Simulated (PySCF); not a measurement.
Planning a spin–spin coupling job on `N#Cc1ccccc1`.

Method: B3LYP/pcJ-1 indirect spin-spin coupling, non-relativistic, gas phase (PySCF 2.14.0, density-fitted response routines). Geometry: GFN2-xTB. Work: spin–spin couplings from 13 perturbed nuclei, spin–dipole term for 1 of them, density fitting. A driver script takes a list of jobs; this job's settings line and coordinates (Å) are shown.

Input:
```
{"job": {"kind": "j", "xc": "B3LYP", "basis": "pcJ-1"}, "charge": 0, "multiplicity": 1}
N      3.560143     0.626991     0.034732
C      2.430993     0.429019     0.024011
C      1.038044     0.183621     0.009784
C      0.143093     1.249965     0.100803
C     -1.216135     1.002352     0.085713
C     -1.686559    -0.297390    -0.020972
C     -0.797412    -1.357332    -0.110558
C      0.564424    -1.124549    -0.093950
H      0.520648     2.258611     0.181819
H     -1.911349     1.825464     0.158309
H     -2.749704    -0.484974    -0.034228
H     -1.166963    -2.368665    -0.192626
H      1.266388    -1.942627    -0.160566
```

Hardware: one thread of an Arm Neoverse V2, on a shared host.

The basis has 266 functions.

Task: How long does the run take?

Result: About 43 s. The SCF took 14 cycles.

Task: At this speed, how long would 20000 such jobs take on 32 cores, one job a core?

Result: 20000/32 gives 625 rounds of 43 s, about 7.5 h of wall time and 240 core-hours, if the jobs don't slow each other.

The SCF part of the output:
```
coarse grid: 11768 points
cycle   1  E = -324.3797790621  dE =  1.346e+00  |g| = 4.950e-01  |ddm| = 3.727e+00
cycle   2  E = -324.2256463041  dE =  1.541e-01  |g| = 9.838e-01  |ddm| = 1.293e+00
cycle   3  E = -324.4312012947  dE = -2.056e-01  |g| = 1.822e-01  |ddm| = 8.824e-01
cycle   4  E = -324.4386377631  dE = -7.436e-03  |g| = 5.210e-02  |ddm| = 1.729e-01
cycle   5  E = -324.4392572511  dE = -6.195e-04  |g| = 1.389e-02  |ddm| = 5.639e-02
cycle   6  E = -324.4393041885  dE = -4.694e-05  |g| = 2.668e-03  |ddm| = 1.529e-02
cycle   7  E = -324.4393055711  dE = -1.383e-06  |g| = 1.188e-03  |ddm| = 2.867e-03
final grid: 116312 points
cycle   8  E = -324.5043158879  dE = -1.224e-04  |g| = 5.634e-03  |ddm| = 2.363e-02
cycle   9  E = -324.5043140520  dE =  1.836e-06  |g| = 6.071e-03  |ddm| = 1.023e-02
cycle  10  E = -324.5043232084  dE = -9.156e-06  |g| = 9.394e-04  |ddm| = 5.564e-03
cycle  11  E = -324.5043231836  dE =  2.485e-08  |g| = 1.016e-03  |ddm| = 1.417e-03
cycle  12  E = -324.5043234093  dE = -2.257e-07  |g| = 2.117e-04  |ddm| = 8.000e-04
cycle  13  E = -324.5043234182  dE = -8.911e-09  |g| = 6.007e-05  |ddm| = 1.625e-04
cycle  14  E = -324.5043234191  dE = -8.849e-10  |g| = 1.055e-05  |ddm| = 6.114e-05
converged SCF energy = -324.5043234191
```

On the final grid dE counts from the start density on that grid.

The host was shared with other jobs, so the times are rough.
